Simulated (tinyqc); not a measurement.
A ladder of methods, and size consistency: correlation methods against full CI in the sto-3g basis, for H2O, spin multiplicity 1. Computed by the program tinyqc with PySCF. All electrons correlated; +Q is the Davidson correction (1 - c0^2) E_corr. The last columns treat two copies 100 angstrom apart as one system. FCI is the lowest singlet.

Geometry (angstrom):
```
atom       x        y       z
O     0.0000   0.0000  0.0000
H     0.0000   0.8600  0.7060
H     0.0000  -0.8600  0.7060
```

RHF energy of one = -74.938416 hartree

Correlation energies (hartree):
```
method   E_corr of one  share of FCI (%)  E_corr of two at 100 angstrom  two minus twice one (mhartree)
MP2          -0.051072           69.4133                      -0.102144                          0.0000
CISD         -0.071663           97.3995                      -0.137160                          6.1661
CISD+Q       -0.075040          101.9890                      -0.148444                          1.6354
CCSD         -0.073348           99.6897                      -0.146696                       -2.02e-05
CCSD(T)      -0.073445           99.8209                      -0.146889                       -2.01e-05
FCI          -0.073576          100.0000                              -                               -
```

What does the comparison show, and why?

MP2 recovers 69 %, CISD 97.4 % and CCSD 99.7 % of the FCI value (c0^2 = 0.953 in CISD). MP2 and coupled cluster are size consistent, so their last column vanishes; CISD loses 6.17 mhartree, since a double excitation on each copy is a quadruple of the pair, and the Davidson correction leaves +1.64.
